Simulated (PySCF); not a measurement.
# Carbon: a sound run and one with changed settings

Sound run: C [He] 2s2 2p2, C+ [He] 2s2 2p1. Computed with PySCF 2.14 in pcseg-2 (4s3p2d1f, 30 functions), with no relativity, point nucleus. In the sound run the correlated levels freeze 1s2. The sound run starts from symmetry-adapted Hartree-Fock orbitals and uses a fine grid where one is needed.

Changed run: all electrons correlated in a basis built for the valence shell.

| species | method | sound run (hartree) | changed run (hartree) | converged |
| --- | --- | --- | --- | --- |
| C | MP2 | -37.75344 | -37.75716 | yes |
| C | CCSD(T) | -37.77503 | -37.77860 | yes |
| C+ | MP2 | -37.34159 | -37.34499 | yes |
| C+ | CCSD(T) | -37.36624 | -37.36937 | yes |

Ionisation energy of C:

```tsv
method	sound run (eV)	changed run (eV)
UHF	10.788	10.788
MP2	11.207	11.216
SCS-MP2	11.081	11.086
CCSD	11.103	11.116
CCSD(T)	11.124	11.136
```

A valence basis has no tight correlating functions, so it recovers only part of the core correlation, and not evenly between atom and ion.

For comparison, NIST gives 11.260 eV between the lowest levels.
